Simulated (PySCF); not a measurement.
ethanol (C2H6O), SMILES C(C)O.

Geometry optimised at B3LYP-D3(BJ)/def2-TZVP. One conformer was computed; it need not be the lowest.

Two levels are set side by side: PBE/def2-TZVPD (PySCF) and ωB97X/def2-TZVPD (PySCF). Same geometry, gas phase. Differences are taken from unrounded values.

```
quantity                      ωB97X    PBE  PBE minus ωB97X
---------------------------  ------  -----  ---------------
orbital gap (eV)              12.37   5.84            -6.54
highest occupied level (eV)  -10.42  -6.25             4.17
lowest empty level (eV)        1.96  -0.41            -2.37
dipole moment (D)              1.75   1.63            -0.12
mean polarisability (bohr³)    33.1   35.2              2.1
```

PBE's occupied levels lie high since its potential decays too fast outside the molecule; exact exchange lowers them and widens the gap. PBE's more diffuse valence density responds more strongly to a field. Differences between two approximate levels are no errors against the true value.

Rough cost on one machine, each run with all the roots and properties that it gave: ωB97X against PBE within a factor of 2.
